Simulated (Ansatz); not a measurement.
Input for Ansatz (development build ahead of 0.2.0):

```yaml
crystal:
  periodic: [false, false, false]
  atoms:
    - { symbol: Na, position_ang: [-5.0e-05, -0.00903, -0.15349] }
    - { symbol: H, position_ang: [-0.00496, -0.00416, 1.74328] }
basis:
  gaussian: { orbitals: cc-pVDZ }
hamiltonian:
  xc: hf
correlation:
  method: mp2
  frozen_orbitals: { H: 0, Na: 1 }
```

The input is written out in the form of the current development build from the run's settings.

The run gave:

| Property | Result |
| --- | --- |
| Converged | yes |
| Reference energy | -162.38399 hartree |
| Correlation energy | -0.02322 hartree |
| Total energy | -162.40720 hartree |
| Spin squared of the determinant | 0.000 |
